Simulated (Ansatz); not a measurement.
# CH₈Si₂ (built from SMILES C.[SiH][SiH3]): search for a transition state

Wanted: the transition state of a insertion of a carbenoid (form Si1–H3, Si1–C4 and break H3–C4). The guess is relaxed with those distances held, a saddle search follows, and vibrations and two downhill relaxations check it.

Computed with Ansatz 0.2.0, Gaussian basis. Level: PBE0-D4, def2-SVP first, then def2-TZVP.

114 further runs of the same task are left out: 114 set aside as unsound or not needed.

### 1 The system as given

The guess: 11 atoms, charge 0, spin multiplicity 1.

Atoms are counted from 1 here; the program's logs count them from 0.

Bond lengths: Si1–Si2 2.278 Å, Si1–H3 1.608 Å, Si1–H5 1.479 Å, Si2–H6 1.467 Å, Si2–H7 1.474 Å, Si2–H8 1.466 Å, C4–H9 1.077 Å, C4–H10 1.077 Å, C4–H11 1.086 Å. Angles: Si2–Si1–H3 76.0°, Si2–Si1–H5 117.1°, H3–Si1–H5 88.1°, Si1–Si2–H6 101.2°, Si1–Si2–H7 131.4°, Si1–Si2–H8 105.4°, H6–Si2–H7 104.0°, H6–Si2–H8 109.1°, H7–Si2–H8 104.5°, H9–C4–H10 111.8°, H9–C4–H11 109.4°, H10–C4–H11 108.0°.

As a file:

```xyz
11
CH8Si2
Si   -0.8520    0.5120    0.4907
Si    1.3441    0.9769    0.8760
H    -0.1042   -0.0287   -0.8261
C    -1.0066   -1.3058   -0.7882
H    -1.5959    1.4495   -0.3778
H     1.2377    2.0571    1.8630
H     2.4197    1.4233   -0.0272
H     1.8853   -0.2180    1.5297
H    -0.6048   -2.0563   -0.1277
H    -2.0833   -1.3323   -0.8166
H    -0.6402   -1.4777   -1.7958
```

Distances that are to change: Si1–H3 1.61 Å, Si1–C4 2.23 Å, H3–C4 1.56 Å.

### 2 Constrained relaxation of the guess

File hold/in.yaml:

```yaml
crystal:
  periodic: [false, false, false]
  atoms:
    - {symbol: Si, position_ang: [-0.852000, 0.512000, 0.490700]}
    - {symbol: Si, position_ang: [1.344100, 0.976900, 0.876000]}
    - {symbol: H, position_ang: [-0.104200, -0.028700, -0.826100]}
    - {symbol: C, position_ang: [-1.006600, -1.305800, -0.788200]}
    - {symbol: H, position_ang: [-1.595900, 1.449500, -0.377800]}
    - {symbol: H, position_ang: [1.237700, 2.057100, 1.863000]}
    - {symbol: H, position_ang: [2.419700, 1.423300, -0.027200]}
    - {symbol: H, position_ang: [1.885300, -0.218000, 1.529700]}
    - {symbol: H, position_ang: [-0.604800, -2.056300, -0.127700]}
    - {symbol: H, position_ang: [-2.083300, -1.332300, -0.816600]}
    - {symbol: H, position_ang: [-0.640200, -1.477700, -1.795800]}
basis:
  gaussian: {orbitals: def2-SVP}
hamiltonian: {xc: pbe0, dispersion: d4}
relax: {f_tol: 0.04, max_steps: 150, escape_saddle: false, constraints: [{distance: [0, 2]}, {distance: [0, 3]}, {distance: [2, 3]}]}
```

Command:

```sh
$ ansatz run in.yaml --threads 4 --pin off --events-out ev --progress --plain --max-ram 9574MiB
```

The runs that follow: Force constants to start from; Saddle search in the small basis; Saddle search in triple zeta; Checking the order of the point; Relaxing after a step of 0.30 Å one way along the mode; Relaxing after a step of 0.30 Å the other way along the mode.

Q: Predict the outcome of this session. Wanted: imaginary mode; barrier from the start side; barrier from the end side; energy of the step; pairs that change; zero-point energy at the saddle.

The runs gave:

```
                       quantity                                       value
                 imaginary mode                                  1093i cm⁻¹
    barrier from the start side                               15.9 kcal/mol
      barrier from the end side                               66.3 kcal/mol
             energy of the step                              -50.4 kcal/mol
              pairs that change  Si1–H3 formed, Si1–C4 formed, H3–C4 broken
zero-point energy at the saddle                                    2.054 eV
```

The point has a single imaginary mode (1093i cm⁻¹), as a transition state must. The two relaxations end on the structures that were planned. At PBE0-D4/def2-TZVP the electronic barrier is 15.9 kcal/mol, about 27 kT at 298 K, and the step runs 50.4 kcal/mol downhill. With so stiff a mode tunnelling counts: Wigner's rough correction is a factor of 2.2 at 298 K. The ends are the nearest minima, not always the lowest complexes.
